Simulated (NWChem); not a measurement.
water (H$_{2}$O); SMILES O

```xyz
3

O      0.0000     0.0000     0.1226
H      0.7577     0.0000    -0.4905
H     -0.7577     0.0000    -0.4905
```
Atoms are numbered in this order, from 1.

All runs use the structure optimised with PBE-D3(BJ)/def2-SVP.

Symmetry labels are those of C2v in the frame above (b1 and b2, or b-type labels, depend on it). States above −ε(HOMO) = 7.2 eV lie in this functional's continuum and hang on the basis.

Task: List the 4 lowest vertical singlet excitations from PBE/aug-cc-pVDZ, full TDDFT (NWChem).

Result: 
| state | energy (eV) | oscillator strength | symmetry | leading excitation (squared amplitude) |
|---|---|---|---|---|
| S1 | 6.32 | 0.049 | b2 | HOMO → LUMO (1.00) |
| S2 | 7.68 | 0.000 | a2 | HOMO → LUMO+1 (1.00) |
| S3 | 8.63 | 0.084 | a1 | HOMO−1 → LUMO (0.98) |
| S4 | 9.67 | 0.000 | b2 | HOMO → LUMO+2 (0.99) |
